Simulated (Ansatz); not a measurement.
## TaGa2: from a trial structure to a relaxed crystal

All numbers below come from DFT PBE, scalar-relativistic, plane waves, PAW in Ansatz. Cutoff 420 eV, Γ-centred k mesh, Gaussian smearing, no spin polarisation in the final step.

TaGa2 was placed on the CaC2 structure type (I4/mmm, No. 139), with Ta in place of Ca, Ga in place of C, at a guessed volume.

```xyz
3
Lattice="-2.0263 2.0263 3.3234 2.0263 -2.0263 3.3234 2.0263 2.0263 -3.3234" Properties=species:S:1:pos:R:3 pbc="T T T"
Ta    0.0000    0.0000    0.0000
Ga    0.0000    0.0000    3.9415
Ga    0.0000    0.0000    2.7052
```

Steps on the 6×6×6 mesh (3 atoms). 12 of 19 steps are shown, and the free energy counts from the last. Trial steps that were taken back and renewals of the plane-wave basis can be among the rows.

```tsv
step	ΔF (meV/atom)	V (Å³/atom)	P (GPa)	largest force component (eV/Å)
1	12021.1	18.19	157.47	137.185
3	1485.1	18.16	24.61	16.042
4	647.9	17.48	14.04	7.162
6	224.1	18.08	-0.71	1.165
8	168.9	17.49	0.46	0.118
9	169.5	17.55	-0.30	0.007
11	141.0	17.04	0.09	0.037
12	110.0	16.83	1.19	0.408
14	14.2	16.31	2.27	0.141
16	3.2	16.58	0.17	0.040
17	0.3	16.58	0.48	0.038
19	0.0	16.61	0.14	0.009
```

A final relaxation ran on a 20×20×20 mesh. The relaxed crystal, I4/mmm (No. 139):

Space group I4/mmm (No. 139). a = 3.191 Å, b = 3.191 Å, c = 9.795 Å, α = 90.00°, β = 90.00°, γ = 90.00°
```csv
atom,site,symmetry,x,y,z
Ta,2a,4/mmm,0.0000,0.0000,0.0000
Ga,4e,4mm,0.5000,0.5000,0.1731
```

For TaGa2, the volume per atom is 16.62 Å³, the density is 10.67 g/cm³ and the energy over the elements is 0.05 eV/atom. The gap on the 20×20×20 mesh is 0 eV (a metal).

Formation energies are uncorrected and refer to the elements' standard structures at the same level.

The final run used a 20×20×20 mesh on its 3-atom cell and 0.10 eV smearing. For metals, differences of a few meV/atom aren't resolved. Spin–orbit coupling is left out.

Symmetry constrained the relaxation, so the result can be a saddle point.

Cost: 3 runs of about 2.4 core-minutes in all, on Intel Xeon 6975P-C (Granite Rapids) (shared hosts).